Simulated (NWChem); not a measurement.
# CH4O (methanol) at 4 levels

Wanted: a comparison of 4 runs (B3LYP/def2-SVP, B3LYP/def2-SVPD, B3LYP/def2-TZVP, B3LYP/def2-TZVPD) of CH4O (methanol). 

The calculation is run with NWChem 7.3.0.

## (1) The molecule

The species is CH4O (6 atoms), meant as a singlet with charge 0. As SMILES, `CO`. The shape is that of a PBE0-D4/def2-TZVP optimisation.

Bond lengths: C1–O2 1.409 Å, C1–H3 1.090 Å, C1–H4 1.097 Å, C1–H5 1.097 Å, O2–H6 0.959 Å. Angles: C1–O2–H6 108.5°, O2–C1–H3 107.0°, O2–C1–H4 112.4°, O2–C1–H5 112.4°, H3–C1–H4 108.1°, H3–C1–H5 108.1°, H4–C1–H5 108.6°.

## (2) NMR shieldings at B3LYP/def2-SVP (run 1)

run.xyz reads:

```xyz
6
CH4O
C     -0.088400    -0.207400    -0.275700
O     -0.165000     0.316500     1.030100
H     -0.864700    -0.968400    -0.360900
H      0.878800    -0.683600    -0.479200
H     -0.272700     0.554400    -1.043400
H      0.512100     0.988500     1.129100
```

run.nw reads:

```
start run
title "CH4O"
memory 2200 mb
geometry units angstrom noautosym nocenter noautoz
load format xyz run.xyz
end
basis spherical bse
* library def2-SVP
end
dft
xc b3lyp
grid fine
convergence energy 1e-08
iterations 100
mulliken
print low
end
property
shielding
end
task dft property
```

Command:

```bash
$ nwchem run.nw > run.out
```

Standard output:

```text
[...]
 d= 0,ls=0.0,diis     1   -115.5935479612 -1.56D+02  1.53D-02  3.40D-01     0.4
[...]
 d= 0,ls=0.0,diis     8   -115.6315545242 -7.37D-10  7.35D-07  2.53D-09     2.2
         Total DFT energy =     -115.631554524188
      One electron energy =     -237.205223393473
           Coulomb energy =       96.634593223381
    Exchange-Corr. energy =      -15.518929891128
 Nuclear repulsion energy =       40.458005537033
[...]
      Total Density - Mulliken Population Analysis
     ---------------------------------------------
    Atom       Charge   Shell Charges
 -----------   ------   -------------------------------------------------------
    1 C    6     5.84   1.98  0.90  0.11  2.08  0.71  0.06
    2 O    8     8.33   1.99  1.08  0.67  2.89  1.70  0.01
    3 H    1     0.98   0.75  0.21  0.02
    4 H    1     1.00   0.76  0.22  0.02
    5 H    1     1.00   0.76  0.22  0.02
    6 H    1     0.84   0.70  0.07  0.07
[...]
           isotropic =     141.2990
[...]
           isotropic =     332.6701
[...]
           isotropic =      28.3357
[...]
           isotropic =      28.2864
[...]
           isotropic =      28.2852
[...]
           isotropic =      32.6315
[...]
```

It took 8.1 s on 1 thread of Intel Xeon 6975P-C (Granite Rapids), shared host; peak memory 0.11 GiB.

## (3) Magnetic shielding at B3LYP/def2-SVPD (run 2)

mol.xyz reads:

```xyz
6

C     -0.088400    -0.207400    -0.275700
O     -0.165000     0.316500     1.030100
H     -0.864700    -0.968400    -0.360900
H      0.878800    -0.683600    -0.479200
H     -0.272700     0.554400    -1.043400
H      0.512100     0.988500     1.129100
```

mol.nw reads:

```
start mol
memory 2200 mb
geometry noautosym nocenter noautoz
  load mol.xyz
end
basis spherical bse
  * library def2-SVPD
end
dft
  xc b3lyp
  grid fine
  convergence energy 1e-08
  maxiter 100
  mulliken
  print low
end
property
  shielding
end
task dft property
```

Command:

```bash
$ nwchem mol.nw > mol.out
```

Standard output:

```text
[...]
 d= 0,ls=0.0,diis     1   -115.6080260143 -1.56D+02  1.52D-02  3.64D-01     0.6
[...]
 d= 0,ls=0.0,diis     8   -115.6491842826 -1.02D-09  1.03D-06  1.37D-08     4.2
         Total DFT energy =     -115.649184282552
      One electron energy =     -236.988946651490
           Coulomb energy =       96.366734772417
    Exchange-Corr. energy =      -15.484977940512
 Nuclear repulsion energy =       40.458005537033
[...]
      Total Density - Mulliken Population Analysis
     ---------------------------------------------
    Atom       Charge   Shell Charges
 -----------   ------   -------------------------------------------------------
    1 C    6     5.20   1.98  0.94 -0.43  0.09  2.09  0.41  0.06  0.07
    2 O    8     8.41   1.99  1.09  0.63  0.04  2.89  1.61  0.11  0.01  0.06
    3 H    1     1.23   0.77  0.38  0.02  0.06
    4 H    1     1.15   0.77  0.32  0.02  0.04
    5 H    1     1.15   0.77  0.32  0.02  0.04
    6 H    1     0.86   0.73  0.05  0.07  0.03
[...]
           isotropic =     139.1451
[...]
           isotropic =     333.2778
[...]
           isotropic =      28.2489
[...]
           isotropic =      28.0993
[...]
           isotropic =      28.0989
[...]
           isotropic =      32.1926
[...]
```

It took 17 s on 1 thread of Intel Xeon 6975P-C (Granite Rapids), shared host; peak memory 0.11 GiB.

## (4) Magnetic shielding at B3LYP/def2-TZVP (run 3)

nw.nw reads:

```
start nw
title "CH4O"
memory total 2200 mb
charge 0

geometry units angstroms noautosym nocenter noautoz
   C     -0.088400    -0.207400    -0.275700
   O     -0.165000     0.316500     1.030100
   H     -0.864700    -0.968400    -0.360900
   H      0.878800    -0.683600    -0.479200
   H     -0.272700     0.554400    -1.043400
   H      0.512100     0.988500     1.129100
end

basis spherical bse
   C library def2-TZVP
   O library def2-TZVP
   H library def2-TZVP
end

dft
   xc b3lyp
   grid fine
   convergence energy 1e-08
   maxiter 100
   mulliken
   print low
end

property
   shielding
end

task dft property
```

Command:

```bash
$ nwchem nw.nw > nw.out
```

Standard output:

```text
[...]
 d= 0,ls=0.0,diis     1   -115.7321683342 -1.56D+02  7.15D-03  4.89D-01     1.0
[...]
 d= 0,ls=0.0,diis     8   -115.7755834666 -1.39D-09  8.29D-07  2.65D-08     6.4
         Total DFT energy =     -115.775583466550
      One electron energy =     -237.318580439856
           Coulomb energy =       96.614876555387
    Exchange-Corr. energy =      -15.529885119113
 Nuclear repulsion energy =       40.458005537033
[...]
      Total Density - Mulliken Population Analysis
     ---------------------------------------------
    Atom       Charge   Shell Charges
 -----------   ------   -------------------------------------------------------
    1 C    6     6.14   0.85  1.12  0.53  0.60  0.14  1.31  1.15  0.34  0.03  0.06  0.01
    2 O    8     8.46   0.79  1.18  0.59  0.90  0.33  1.92  1.87  0.85  0.00  0.03  0.00
    3 H    1     0.89   0.28  0.49  0.10  0.02
    4 H    1     0.90   0.28  0.49  0.12  0.02
    5 H    1     0.90   0.28  0.49  0.12  0.02
    6 H    1     0.70   0.27  0.34  0.04  0.05
[...]
           isotropic =     129.4098
[...]
           isotropic =     326.5329
[...]
           isotropic =      28.4084
[...]
           isotropic =      28.2146
[...]
           isotropic =      28.2142
[...]
           isotropic =      32.6855
[...]
```

It took 28 s on 1 thread of Intel Xeon 6975P-C (Granite Rapids), shared host; peak memory 0.12 GiB.

## (5) NMR shieldings at B3LYP/def2-TZVPD (run 4)

a.nw reads:

```
start a
memory 2200 mb
charge 0

geometry units atomic noautosym nocenter noautoz
C     -0.16705179    -0.39192920    -0.52099749
O     -0.31180481     0.59809832     1.94660688
H     -1.63404618    -1.83001078    -0.68200216
H      1.66069132    -1.29181678    -0.90555676
H     -0.51532831     1.04766416    -1.97174024
H      0.96772875     1.86799427     2.13368977
end

basis spherical bse
* library def2-TZVPD
end

dft
xc b3lyp
mult 1
grid fine
convergence energy 1e-08
iterations 100
mulliken
noprint "final vectors analysis"
end

property
shielding
end

task dft property
```

Command:

```bash
$ nwchem a.nw > a.out
```

Standard output:

```text
[...]
          Wavefunction type:  closed shell.
          No. of atoms     :     6
          No. of electrons :    18
[...]
          Charge           :     0
          Spin multiplicity:     1
[...]
          AO basis - number of functions:   113
[...]
              XC Information
              --------------
                         B3LYP Method XC Potential
                     Hartree-Fock (Exact) Exchange  0.200
                        Slater Exchange Functional  0.800 local
                    Becke 1988 Exchange Functional  0.720 non-local
              Lee-Yang-Parr Correlation Functional  0.810
                  VWN I RPA Correlation Functional  0.190 local
[...]
 d= 0,ls=0.0,diis     1   -115.7339054311 -1.56D+02  7.58D-03  4.95D-01     1.7
[...]
 d= 0,ls=0.0,diis     8   -115.7779645437 -9.81D-10  8.69D-07  4.41D-08    11.6
         Total DFT energy =     -115.777964543743
      One electron energy =     -237.269744609983
           Coulomb energy =       96.556937655620
    Exchange-Corr. energy =      -15.523160229667
 Nuclear repulsion energy =       40.458002640287
[...]
      Total Density - Mulliken Population Analysis
     ---------------------------------------------
    Atom       Charge   Shell Charges
 -----------   ------   -------------------------------------------------------
    1 C    6     6.49   0.85  1.12  0.53  0.61  0.29 -0.00  1.32  1.10  0.54  0.03  0.06  0.04  0.01
    2 O    8     8.49   0.79  1.18  0.59  0.91  0.33  0.02  1.92  1.88  0.82  0.03  0.00  0.03  0.00  0.00
    3 H    1     0.78   0.28  0.50 -0.03  0.02  0.02
    4 H    1     0.76   0.28  0.49 -0.05  0.02  0.01
    5 H    1     0.76   0.28  0.49 -0.05  0.02  0.01
    6 H    1     0.72   0.26  0.34  0.06  0.05  0.01
[...]
           isotropic =     129.4874
[...]
           isotropic =     322.5803
[...]
           isotropic =      28.4177
[...]
           isotropic =      28.1894
[...]
           isotropic =      28.1891
[...]
           isotropic =      32.5660
[...]
```

Run time: 54 s. Hardware: 1 thread of Intel Xeon 6975P-C (Granite Rapids), shared host; peak memory 0.12 GiB.

## (6) Overview of the runs

```csv
run,level,energy (Eh),isotropic shielding of C1 (ppm),isotropic shielding of O2 (ppm),isotropic shielding of H3 (ppm),wall time
1,B3LYP/def2-SVP,-115.631555,141.3,332.7,28.3,8.1 s
2,B3LYP/def2-SVPD,-115.649184,139.1,333.3,28.2,17 s
3,B3LYP/def2-TZVP,-115.775583,129.4,326.5,28.4,28 s
4,B3LYP/def2-TZVPD,-115.777965,129.5,322.6,28.4,54 s
```

## (7) What came out

```
                        quantity          value
             run 4: total energy  -115.77796 Eh
            run 4: dipole moment         1.63 D
run 4: isotropic shielding of C1      129.5 ppm
run 4: isotropic shielding of O2      322.6 ppm
run 4: isotropic shielding of H3       28.4 ppm
```

**Reading.** Over the runs the total energy spans 3.984 eV. All runs together took 1.8 min, the longest 54 s.
